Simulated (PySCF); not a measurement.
# Computed spin Hamiltonian

C₅H₁₂N (doublet state).
Structure used (GFN2-xTB), in Å, numbered top down from 1:
```
atom  x, y, z in Å
C1    -0.694    1.395   -0.287
C2    -0.943   -0.051   -0.434
C3    -2.350   -0.439    0.042
N4     0.006   -0.869    0.343
C5     1.381   -0.878   -0.100
C6     2.204    0.357    0.271
H7    -0.778    1.850    0.682
H8    -0.337    1.997   -1.101
H9    -0.825   -0.353   -1.480
H10   -3.101    0.041   -0.578
H11   -2.468   -1.518   -0.017
H12   -2.497   -0.126    1.072
H13   -0.046   -0.613    1.325
H14    1.849   -1.764    0.345
H15    1.379   -1.011   -1.185
H16    3.217    0.270   -0.117
H17    2.255    0.468    1.353
H18    1.739    1.250   -0.146
```

The hyperfine couplings belong to this conformer and change with its torsions.

The species is `[CH2][C@H](C)NCC` [radical].

Method used: UKS B3LYP, pcH-1 on C H N, non-relativistic, mean-field spin-orbit, GIAO (PySCF 2.14.0). Geometry: GFN2-xTB, one conformer, isolated molecule. A GFN2-xTB geometry isn't a minimum of the functional, and hyperfine couplings can be far from their values at a DFT geometry. No stability test was run, so a lower SCF solution isn't excluded.

- g1, g2, g3: 2.00209, 2.00265, 2.00296
- g_iso: 2.00257
- Form of g: rhombic: the two nearest values differ by 35 % of g3 − g1
- ⟨S²⟩: 0.7541 (exact 0.7500)
- α and β electrons: 25, 24
- Total energy: -252.46365 Eh
- Basis functions: 270

Isotropic coupling and dipolar principal values T1 to T3, in mT (MHz turned into mT with g_iso):

```csv
atom,isotope,a_iso,T1,T2,T3,Mulliken spin population
C1,13C,3.09,-2.86,-2.84,5.70,1.05
C2,13C,-1.11,-0.06,-0.01,0.08,-0.08
C3,13C,1.26,-0.13,-0.12,0.25,0.02
N4,14N,0.15,-0.20,-0.19,0.40,0.08
C5,13C,-0.08,-0.03,-0.02,0.05,0.00
C6,13C,0.12,-0.11,-0.07,0.18,0.02
H7,1H,-2.16,-1.36,-0.02,1.39,-0.04
H8,1H,-2.23,-1.39,0.00,1.39,-0.05
H9,1H,0.11,-0.20,-0.13,0.33,0.00
H10,1H,0.05,-0.18,-0.08,0.25,0.00
H11,1H,0.64,-0.10,-0.04,0.14,0.01
H12,1H,-0.08,-0.13,-0.09,0.23,0.00
H13,1H,-0.21,-0.30,-0.05,0.35,0.00
H14,1H,0.44,-0.06,-0.04,0.10,0.00
H15,1H,0.01,-0.09,-0.06,0.14,0.00
H16,1H,0.09,-0.07,-0.04,0.11,0.00
H17,1H,-0.05,-0.08,-0.06,0.13,0.00
H18,1H,0.20,-0.31,-0.18,0.48,0.00
```

Largest spin populations (Mulliken): C1 (+1.05), N4 (+0.08) and C2 (-0.08). C1 is the only atom above +0.15. The positive populations add up to 1.18 and the negative ones to -0.18, together 2S = 1. The angles at C1 add up to 359.7°, so it is planar; its axial dipolar tensor and the negative couplings of its protons fit spin in a p orbital normal to that plane.

Axes: g2 points within 15° of the C1–C2 bond.

Under fast tumbling the dipolar parts average out, and these isotropic splittings remain (the largest six): 2 × 1H (H7/H8, I = 1/2, 3 lines) with 2.20 mT, 1 × 1H (H14, I = 1/2, 2 lines) with 0.44 mT, 1 × 1H (H13, I = 1/2, 2 lines) with 0.21 mT, 3 × 1H (H10/H11/H12, I = 1/2, 4 lines) with 0.20 mT, 1 × 14N (N4, I = 1, 3 lines) with 0.15 mT and 1 × 1H (H9, I = 1/2, 2 lines) with 0.11 mT.

Means are taken over nuclei equivalent by connectivity, which assumes that they swap fast. The three 1H nuclei of mean +5.7 MHz run from -2.2 to 18.0 MHz in the frozen geometry. The three 1H nuclei of mean +2.2 MHz run from -1.3 to 5.6 MHz in the frozen geometry.

The 13C coupling of C1 (86.7 MHz) shows only in satellite lines or after enrichment, since that isotope makes up about 1.07 % of natural carbon.

The spin density at the nucleus, in bohr⁻³, is negative for C2 (-0.0277), H7/H8 (-0.0138) and C5 (-0.0021), for instance. A restricted open-shell determinant has no negative spin density anywhere; here it arises because α and β orbitals differ (spin polarisation).
